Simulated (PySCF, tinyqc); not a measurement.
FCI on RHF in the sto-3g basis, for OH-, spin multiplicity 1, step by step. The basis has no diffuse functions, so it cannot describe the extra electron: this is an exercise in the method, not the real anion. The lowest restricted solution is unstable here: a spin-polarised one lies 0.0189 hartree lower (PySCF). Computed by tinyqc, a small Python program that keeps every step (integrals from PySCF). Settings: charge = -1, multiplicity = 1, basis = sto-3g, method = RHF, energy threshold = 1e-10, iteration cap = 57, orthogonalisation = symmetric, start = core, DIIS depth = 6, ci = FCI, davidson = 1. Command: `OMP_NUM_THREADS=1 python tinyqc.py 20511 20512 out.jsonl` (the two numbers bound the seeds that draw the settings). One thread of a shared host (Intel(R) Xeon(R) Processor @ 2.60GHz), about 0.2 s of CPU time with the checks. The early iterations of the SCF are left out here.

## One-electron integrals

Geometry (angstrom):
```
atom       x       y       z
O     0.0000  0.0000  0.0000
H     0.0000  0.0000  1.7600
```

Basis sto-3g: exponents (1/bohr^2) and contraction coefficients of normalised primitives:
```
element  l (shell)  exponent  coefficient
O            s (1)  130.7093       0.1543
O            s (1)   23.8089       0.5353
O            s (1)    6.4436       0.4446
O            s (2)    5.0332      -0.1000
O            s (2)    1.1696       0.3995
O            s (2)    0.3804       0.7001
O            p (3)    5.0332       0.1559
O            p (3)    1.1696       0.6077
O            p (3)    0.3804       0.3920
H            s (1)    3.4253       0.1543
H            s (1)    0.6239       0.5353
H            s (1)    0.1689       0.4446
```

Overlap, kinetic and nuclear-attraction integrals over the contracted functions; the nuclear repulsion is the sum of Za Zb / Rab.

nuclear repulsion = 2.405351 hartree

overlap S:
```
         1O 1s   1O 2s  1O 2px  1O 2py  1O 2pz   2H 1s
1O 1s   1.0000  0.2367  0.0000  0.0000  0.0000  0.0087
1O 2s   0.2367  1.0000  0.0000  0.0000  0.0000  0.1225
1O 2px  0.0000  0.0000  1.0000  0.0000  0.0000  0.0000
1O 2py  0.0000  0.0000  0.0000  1.0000  0.0000  0.0000
1O 2pz  0.0000  0.0000  0.0000  0.0000  1.0000  0.1289
2H 1s   0.0087  0.1225  0.0000  0.0000  0.1289  1.0000
```

kinetic energy T (hartree):
```
          1O 1s    1O 2s  1O 2px  1O 2py  1O 2pz    2H 1s
1O 1s   29.0032  -0.1680  0.0000  0.0000  0.0000  -0.0024
1O 2s   -0.1680   0.8081  0.0000  0.0000  0.0000  -0.0177
1O 2px   0.0000   0.0000  2.5287  0.0000  0.0000   0.0000
1O 2py   0.0000   0.0000  0.0000  2.5287  0.0000   0.0000
1O 2pz   0.0000   0.0000  0.0000  0.0000  2.5287   0.0033
2H 1s   -0.0024  -0.0177  0.0000  0.0000  0.0033   0.7600
```

nuclear attraction V (hartree):
```
           1O 1s    1O 2s   1O 2px   1O 2py   1O 2pz    2H 1s
1O 1s   -60.9191  -7.2542   0.0000   0.0000  -0.0046  -0.2723
1O 2s    -7.2542  -9.3526   0.0000   0.0000  -0.0579  -0.7539
1O 2px    0.0000   0.0000  -9.2720   0.0000   0.0000   0.0000
1O 2py    0.0000   0.0000   0.0000  -9.2720   0.0000   0.0000
1O 2pz   -0.0046  -0.0579   0.0000   0.0000  -9.2962  -0.6682
2H 1s    -0.2723  -0.7539   0.0000   0.0000  -0.6682  -3.6290
```

core Hamiltonian H = T + V (hartree):
```
           1O 1s    1O 2s   1O 2px   1O 2py   1O 2pz    2H 1s
1O 1s   -31.9159  -7.4223   0.0000   0.0000  -0.0046  -0.2747
1O 2s    -7.4223  -8.5445   0.0000   0.0000  -0.0579  -0.7715
1O 2px    0.0000   0.0000  -6.7433   0.0000   0.0000   0.0000
1O 2py    0.0000   0.0000   0.0000  -6.7433   0.0000   0.0000
1O 2pz   -0.0046  -0.0579   0.0000   0.0000  -6.7675  -0.6649
2H 1s    -0.2747  -0.7715   0.0000   0.0000  -0.6649  -2.8689
```

## Two-electron integrals

Functions are numbered as in S; the eight-fold symmetry (ij|kl) = (ji|kl) = (kl|ij) leaves the list below.

Two-electron integrals (ij|kl) in chemists' order, unique and non-zero (hartree):
```
(11|11) 4.7851     (21|11) 0.7414     (21|21) 0.1369     (22|11) 1.1189
(22|21) 0.2566     (22|22) 0.8172     (31|31) 0.0245     (32|31) 0.0378
(32|32) 0.1805     (33|11) 1.1158     (33|21) 0.2567     (33|22) 0.8170
(33|33) 0.8802     (41|41) 0.0245     (42|41) 0.0378     (42|42) 0.1805
(43|43) 0.0474     (44|11) 1.1158     (44|21) 0.2567     (44|22) 0.8170
(44|33) 0.7853     (44|44) 0.8802     (51|51) 0.0245     (52|51) 0.0378
(52|52) 0.1805     (53|53) 0.0474     (54|54) 0.0474     (55|11) 1.1158
(55|21) 0.2567     (55|22) 0.8170     (55|33) 0.7853     (55|44) 0.7853
(55|55) 0.8802     (61|11) 0.0275     (61|21) 0.0050     (61|22) 0.0094
(61|33) 0.0094     (61|44) 0.0094     (61|51) 2.16e-04   (61|52) 4.09e-04
(61|55) 0.0094     (61|61) 1.88e-04   (62|11) 0.0861     (62|21) 0.0201
(62|22) 0.0736     (62|33) 0.0724     (62|44) 0.0724     (62|51) 0.0015
(62|52) 0.0126     (62|55) 0.0760     (62|61) 0.0008     (62|62) 0.0094
(63|31) 0.0018     (63|32) 0.0117     (63|53) 0.0025     (63|63) 0.0012
(64|41) 0.0018     (64|42) 0.0117     (64|54) 0.0025     (64|64) 0.0012
(65|11) 0.0731     (65|21) 0.0172     (65|22) 0.0675     (65|33) 0.0649
(65|44) 0.0649     (65|51) 0.0028     (65|52) 0.0215     (65|55) 0.0727
(65|61) 0.0007     (65|62) 0.0105     (65|65) 0.0127     (66|11) 0.3003
(66|21) 0.0711     (66|22) 0.2993     (66|33) 0.2920     (66|44) 0.2920
(66|51) 0.0045     (66|52) 0.0561     (66|55) 0.3139     (66|61) 0.0027
(66|62) 0.0548     (66|65) 0.0710     (66|66) 0.7746
```

## Orthogonalisation

S = U s U^T; symmetric (Loewdin) form X = U s^(-1/2) U^T, so that X^T S X = 1.

eigenvalues of S: 0.7296  0.8847  1.0000  1.0000  1.1073  1.2784

X:
```
          1O 1s    1O 2s  1O 2px  1O 2py   1O 2pz    2H 1s
1O 1s    1.0220  -0.1235  0.0000  0.0000  -0.0008   0.0070
1O 2s   -0.1235   1.0280  0.0000  0.0000   0.0062  -0.0640
1O 2px   0.0000   0.0000  1.0000  0.0000   0.0000   0.0000
1O 2py   0.0000   0.0000  0.0000  1.0000   0.0000   0.0000
1O 2pz  -0.0008   0.0062  0.0000  0.0000   1.0064  -0.0658
2H 1s    0.0070  -0.0640  0.0000  0.0000  -0.0658   1.0122
```

## Iteration 9 (converged): orbitals

converged F (hartree):
```
           1O 1s    1O 2s  1O 2px  1O 2py   1O 2pz    2H 1s
1O 1s   -19.6773  -5.0314  0.0000  0.0000  -0.0069  -0.1893
1O 2s    -5.0314  -1.9118  0.0000  0.0000   0.0403  -0.1877
1O 2px    0.0000   0.0000  0.0658  0.0000   0.0000   0.0000
1O 2py    0.0000   0.0000  0.0000  0.0658   0.0000   0.0000
1O 2pz   -0.0069   0.0403  0.0000  0.0000   0.5665  -0.1701
2H 1s    -0.1893  -0.1877  0.0000  0.0000  -0.1701   0.2006
```

Diagonalise F' = X^T F X, C = X C', fill 5 alpha and 5 beta electrons from the bottom; D = 2 C_occ C_occ^T. Each column has its largest component positive (the first on a tie).

F' = X^T F X (hartree):
```
          1        2       3       4        5        6
1  -19.3153  -2.6276  0.0000  0.0000  -0.0175   0.0073
2   -2.6276  -1.0198  0.0000  0.0000   0.0630  -0.1234
3    0.0000   0.0000  0.0658  0.0000   0.0000   0.0000
4    0.0000   0.0000  0.0000  0.0658   0.0000   0.0000
5   -0.0175   0.0630  0.0000  0.0000   0.5977  -0.2289
6    0.0073  -0.1234  0.0000  0.0000  -0.2289   0.2484
```

orbital energies (hartree): MO1 -19.6852, MO2 -0.6675, MO3 0.0658, MO4 0.0658, MO5 0.1433, MO6 0.7203

coefficients C:
```
            MO1      MO2      MO3     MO4      MO5      MO6
1O 1s    0.9948  -0.2617   0.0000  0.0000   0.0316  -0.0259
1O 2s    0.0210   1.0182   0.0000  0.0000  -0.1568   0.1200
1O 2px   0.0000   0.0000  -0.1385  0.9904   0.0000   0.0000
1O 2py   0.0000   0.0000   0.9904  0.1385   0.0000   0.0000
1O 2pz   0.0005  -0.0302   0.0000  0.0000   0.4031   0.9240
2H 1s   -0.0015   0.0660   0.0000  0.0000   0.8699  -0.5215
```

D after iteration 9:
```
          1O 1s    1O 2s  1O 2px  1O 2py   1O 2pz    2H 1s
1O 1s    2.1183  -0.5010  0.0000  0.0000   0.0422   0.0174
1O 2s   -0.5010   2.1235  0.0000  0.0000  -0.1878  -0.1384
1O 2px   0.0000   0.0000  2.0000  0.0000   0.0000   0.0000
1O 2py   0.0000   0.0000  0.0000  2.0000   0.0000   0.0000
1O 2pz   0.0422  -0.1878  0.0000  0.0000   0.3268   0.6974
2H 1s    0.0174  -0.1384  0.0000  0.0000   0.6974   1.5223
```

Within a degenerate level the vectors are fixed only up to a rotation; this is one choice.

## Convergence

Stop when the energy changes by less than 1e-10 hartree and every element of the error matrix X^T (F D S - S D F) X is below 3e-06.

Course of the cycle:
```
iteration  E (hartree)     change  largest element of the error matrix
1           -72.869223          -                             2.33e-01
2           -73.842364  -9.73e-01                             2.36e-01
3           -73.901581  -5.92e-02                             1.84e-01
4           -73.938039  -3.65e-02                             1.30e-01
5           -73.954076  -1.60e-02                             6.07e-02
6           -73.957593  -3.52e-03                             1.30e-03
7           -73.957594  -1.37e-06                             1.86e-04
8           -73.957594  -3.09e-08                             3.12e-06
9           -73.957594  -8.11e-12                             1.48e-08
```

PySCF RHF in the same basis = -73.957594 hartree

Converged in 9 iterations.

## Integrals over molecular orbitals

(pq|rs) = sum C_ip C_jq C_kr C_ls (ij|kl), one index at a time.

one-electron integrals over orbitals h = C^T H C (hartree):
```
          1        2        3        4        5        6
1  -31.9002   0.6301   0.0000   0.0000  -0.0731   0.0610
2    0.6301  -7.1954   0.0000   0.0000   0.3648  -0.2819
3    0.0000   0.0000  -6.7433   0.0000   0.0000   0.0000
4    0.0000   0.0000   0.0000  -6.7433   0.0000   0.0000
5   -0.0731   0.3648   0.0000   0.0000  -3.7030  -1.6126
6    0.0610  -0.2819   0.0000   0.0000  -1.6126  -5.9391
```

Two-electron integrals over orbitals (pq|rs), unique and non-zero (hartree):
```
(11|11) 4.7494    (21|11) -0.4702   (21|21) 0.0731    (22|11) 1.1045
(22|21) -0.0213   (22|22) 0.7836    (31|31) 0.0259    (32|31) 0.0357
(32|32) 0.1702    (33|11) 1.1154    (33|21) -0.0138   (33|22) 0.7978
(33|33) 0.8802    (41|41) 0.0259    (42|41) 0.0357    (42|42) 0.1702
(43|43) 0.0474    (44|11) 1.1154    (44|21) -0.0138   (44|22) 0.7978
(44|33) 0.7853    (44|44) 0.8802    (51|11) 0.0563    (51|21) -0.0091
(51|22) 0.0019    (51|33) 0.0017    (51|44) 0.0017    (51|51) 0.0054
(52|11) -0.0909   (52|21) 0.0023    (52|22) -0.0531   (52|33) -0.0524
(52|44) -0.0524   (52|51) 0.0064    (52|52) 0.0496    (53|31) -0.0039
(53|32) -0.0170   (53|53) 0.0114    (54|41) -0.0039   (54|42) -0.0170
(54|54) 0.0114    (55|11) 0.4627    (55|21) -0.0028   (55|22) 0.4036
(55|33) 0.3935    (55|44) 0.3935    (55|51) 0.0008    (55|52) 0.0366
(55|55) 0.6176    (61|11) -0.0468   (61|21) 0.0066    (61|22) -0.0039
(61|33) -0.0014   (61|44) -0.0014   (61|51) 0.0089    (61|52) 0.0152
(61|55) 0.0012    (61|61) 0.0226    (62|11) 0.0491    (62|21) -0.0026
(62|22) 0.0190    (62|33) 0.0290    (62|44) 0.0290    (62|51) 0.0135
(62|52) 0.0681    (62|55) 0.0166    (62|61) 0.0290    (62|62) 0.1334
(63|31) 0.0032    (63|32) 0.0130    (63|53) 0.0176    (63|63) 0.0394
(64|41) 0.0032    (64|42) 0.0130    (64|54) 0.0176    (64|64) 0.0394
(65|11) 0.3184    (65|21) -0.0049   (65|22) 0.2004    (65|33) 0.1974
(65|44) 0.1974    (65|51) -0.0008   (65|52) -0.0480   (65|55) -0.1024
(65|61) -0.0041   (65|62) -0.0052   (65|65) 0.1736    (66|11) 0.9682
(66|21) -0.0120   (66|22) 0.6996    (66|33) 0.6894    (66|44) 0.6894
(66|51) 0.0040    (66|52) -0.0174   (66|55) 0.4873    (66|61) 0.0045
(66|62) 0.0421    (66|65) 0.1371    (66|66) 0.7068
```

## FCI: determinants and Hamiltonian

Hartree-Fock energy = -73.957594 hartree

Slater-Condon rules over spin orbitals, with the nuclear repulsion added and E(HF) subtracted on the diagonal. Only determinants linked to the reference directly or through others are kept (one block of an abelian symmetry group), so some states are absent.

Occupation strings over the orbitals (2 doubly, a alpha, b beta, 0 empty; spin orbitals ordered 1a 1b 2a 2b ...): 222220 2222ab 2a222b a2222b 2222ba 2b222a b2222a 222202 2a22b2 a222b2 222022 220222 2b22a2 202222 ab2222 b222a2 ba2222 022222

H - E(HF) between determinants (hartree):
```
         222220   2222ab   2a222b   a2222b   2222ba   2b222a   b2222a   222202
222220   0.0000   0.0000   0.0000   0.0000   0.0000   0.0000   0.0000   0.1736
2222ab   0.0000   0.2633   0.0122  -0.0081  -0.1736   0.0052   0.0041   0.2394
2a222b   0.0000   0.0122   0.8216   0.0411   0.0052  -0.1334  -0.0290   0.0480
a2222b   0.0000  -0.0081   0.0411  19.4599   0.0041  -0.0290  -0.0226   0.0008
2222ba   0.0000  -0.1736   0.0052   0.0041   0.2633   0.0122  -0.0081  -0.2394
2b222a   0.0000   0.0052  -0.1334  -0.0290   0.0122   0.8216   0.0411  -0.0480
b2222a   0.0000   0.0041  -0.0290  -0.0226  -0.0081   0.0411  19.4599  -0.0008
222202   0.1736   0.2394   0.0480   0.0008  -0.2394  -0.0480  -0.0008   0.8765
2a22b2   0.0052  -0.0480   0.0633  -0.0049   0.0256  -0.0681  -0.0135  -0.0661
a222b2   0.0041  -0.0008  -0.0049   0.1813   0.0033  -0.0152  -0.0089   0.0114
222022   0.0394  -0.0176  -0.0130  -0.0032   0.0176   0.0130   0.0032   0.0114
220222   0.0394  -0.0176  -0.0130  -0.0032   0.0176   0.0130   0.0032   0.0114
2b22a2  -0.0052   0.0256  -0.0681  -0.0135  -0.0480   0.0633  -0.0049   0.0661
202222   0.1334  -0.0681   0.0231   0.0026   0.0681  -0.0231  -0.0026   0.0496
ab2222  -0.0290   0.0135  -0.0026   0.0070  -0.0152   0.0084  -0.0066  -0.0064
b222a2  -0.0041   0.0033  -0.0152  -0.0089  -0.0008  -0.0049   0.1813  -0.0114
ba2222   0.0290  -0.0152   0.0084  -0.0066   0.0135  -0.0026   0.0070   0.0064
022222   0.0226  -0.0089  -0.0066   0.0513   0.0089   0.0066  -0.0513   0.0054

         2a22b2   a222b2   222022   220222   2b22a2   202222   ab2222   b222a2
222220   0.0052   0.0041   0.0394   0.0394  -0.0052   0.1334  -0.0290  -0.0041
2222ab  -0.0480  -0.0008  -0.0176  -0.0176   0.0256  -0.0681   0.0135   0.0033
2a222b   0.0633  -0.0049  -0.0130  -0.0130  -0.0681   0.0231  -0.0026  -0.0152
a2222b  -0.0049   0.1813  -0.0032  -0.0032  -0.0135   0.0026   0.0070  -0.0089
2222ba   0.0256   0.0033   0.0176   0.0176  -0.0480   0.0681  -0.0152  -0.0008
2b222a  -0.0681  -0.0152   0.0130   0.0130   0.0633  -0.0231   0.0084  -0.0049
b2222a  -0.0135  -0.0089   0.0032   0.0032  -0.0049  -0.0026  -0.0066   0.1813
222202  -0.0661   0.0114   0.0114   0.0114   0.0661   0.0496  -0.0064  -0.0114
2a22b2   1.0084   0.0503   0.0170   0.0170  -0.0496   0.0236   0.0023  -0.0064
a222b2   0.0503  19.4372   0.0039   0.0039  -0.0064  -0.0023  -0.0613  -0.0054
222022   0.0170   0.0039   0.2171   0.0474  -0.0170   0.1702  -0.0357  -0.0039
220222   0.0170   0.0039   0.0474   0.2171  -0.0170   0.1702  -0.0357  -0.0039
2b22a2  -0.0496  -0.0064  -0.0170  -0.0170   1.0084  -0.0236   0.0103   0.0503
202222   0.0236  -0.0023   0.1702   0.1702  -0.0236   1.7344  -0.0318   0.0023
ab2222   0.0023  -0.0613  -0.0357  -0.0357   0.0103  -0.0318  20.4251   0.0091
b222a2  -0.0064  -0.0054  -0.0039  -0.0039   0.0503   0.0023   0.0091  19.4372
ba2222   0.0103   0.0091   0.0357   0.0357   0.0023   0.0318  -0.0731  -0.0613
022222   0.0091  -0.0442   0.0259   0.0259  -0.0091   0.0731   0.4171   0.0442

         ba2222   022222
222220   0.0290   0.0226
2222ab  -0.0152  -0.0089
2a222b   0.0084  -0.0066
a2222b  -0.0066   0.0513
2222ba   0.0135   0.0089
2b222a  -0.0026   0.0066
b2222a   0.0070  -0.0513
222202   0.0064   0.0054
2a22b2   0.0103   0.0091
a222b2   0.0091  -0.0442
222022   0.0357   0.0259
220222   0.0357   0.0259
2b22a2   0.0023  -0.0091
202222   0.0318   0.0731
ab2222  -0.0731   0.4171
b222a2  -0.0613   0.0442
ba2222  20.4251  -0.4171
022222  -0.4171  42.4396
```

## FCI: roots

Diagonalise (each vector has its largest component positive (the first on a tie)); all determinants have Ms = 0, so triplets appear too. The lowest singlet root is the correlation energy.

lowest roots of this matrix, relative to E(HF) (hartree): -0.0536  0.0886  0.1696  0.2100  0.2761  0.6886  0.8157  0.9594

lowest vectors:
```
         root 1   root 2   root 3   root 4
222220   0.9570   0.0000   0.0000  -0.0288
2222ab   0.0980   0.7066   0.0000   0.3037
2a222b   0.0105  -0.0203   0.0000   0.0401
a2222b   0.0000   0.0002   0.0000   0.0003
2222ba  -0.0980   0.7066   0.0000  -0.3037
2b222a  -0.0105  -0.0203   0.0000  -0.0401
b2222a   0.0000   0.0002   0.0000  -0.0003
222202  -0.2274   0.0000   0.0000  -0.2338
2a22b2  -0.0095   0.0181   0.0000  -0.0196
a222b2   0.0000  -0.0002   0.0000   0.0000
222022  -0.0742   0.0000   0.7071   0.6108
220222  -0.0742   0.0000  -0.7071   0.6108
2b22a2   0.0095   0.0181   0.0000   0.0196
202222  -0.0435   0.0000   0.0000  -0.0997
ab2222   0.0008   0.0001   0.0000   0.0015
b222a2   0.0000  -0.0002   0.0000   0.0000
ba2222  -0.0008   0.0001   0.0000  -0.0015
022222  -0.0003   0.0000   0.0000  -0.0004
```

<S^2> of these roots: 0.0000  2.0000  0.0000  0.0000  0.0000  2.0000  0.0000  2.0000

weight of the ground state by excitation level 0, 1, 2, ...: 0.9158  0.0194  0.0648

## The lowest root by the Davidson method

Start from the reference; add the residual divided by (theta - H_ii), orthogonalised, at each step.

Davidson iterations:
```
iteration  subspace  lowest Ritz value (hartree)  residual norm
1                 1                            0       2.31e-01
2                 2                    -0.043800       5.73e-02
3                 3                    -0.052902       2.92e-02
4                 4                    -0.053585       2.33e-03
5                 5                    -0.053590       3.23e-04
6                 6                    -0.053590       5.96e-05
7                 7                    -0.053590       8.98e-06
8                 8                    -0.053590       7.46e-08
```
